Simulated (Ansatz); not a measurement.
ClFO2S, SMILES `O=S(=O)(F)Cl`: measurement beside calculation (Ansatz, PBE0-D4/def2-TZVP geometry).

Z-matrix (Å, degrees):
```
S
O 1 1.410
F 1 1.551 2 107.1
Cl 1 1.994 2 108.9 3 104.8
O 1 1.410 2 123.8 3 -125.2
```

Measured: 1455 cm⁻¹ (antisymmetric SO2 stretch, free molecule, vibrational spectroscopy, literature); 1224 cm⁻¹ (symmetric SO2 stretch, free molecule, vibrational spectroscopy, literature). Source: Insights on the Lewis Superacid Al(OTeF5)3: Solvent Adducts, Characterization and Properties, 2022 (pmc:9804164).

Harmonic PBE0-D4 wavenumbers (cm⁻¹, unscaled): 290, 302, 421, 475, 505, 636, 844, 1265, 1507. Fundamentals include anharmonicity and usually lie a few per cent under these; harmonic values from spectra compare directly.
